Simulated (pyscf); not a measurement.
This saddle point was located with ωB97X-D3(BJ)/def2-SVP in PySCF.

```xyz
4

Ga     0.2735     0.8293    -0.9028
F      1.6604     1.5577    -1.6619
Cl     0.5989     0.5367     1.5167
H     -0.6292     0.2302     0.3035
```

Surface: singlet, charge 0. Lowest wavenumbers (cm⁻¹): 1253i, 135, 336, 411, 723.

What reaction is this the transition state of?

F–Ga [singlet] + HCl <-> F–GaH–Cl, an insertion read from left to right: Cl–H broken and Cl–Ga, Ga–H formed. At CCSD(T)/def2-TZVPP + ΔMP2(QZVPP) it lies +136.5 kJ/mol from the left side and +234.6 kJ/mol from the right (each side as separated species at their lowest minima found). The same reactants have a lower exit, to Cl–Ga [singlet] + HF (barrier -7.0 kJ/mol at ωB97M-D3(BJ), against +143.1 kJ/mol here). One saddle was located; it need not be the lowest between these sides. The CCSD(T) − MP2 part came from Ansatz, without density fitting, on the same reference. The frozen core leaves the outer d or s,p core shells of the metals and heavy elements correlated in the MP2 and CC values, and def2-TZVPP describes them poorly, which can shift differences by a few kcal/mol. Elements up to Kr have no core potential and no relativistic terms here.
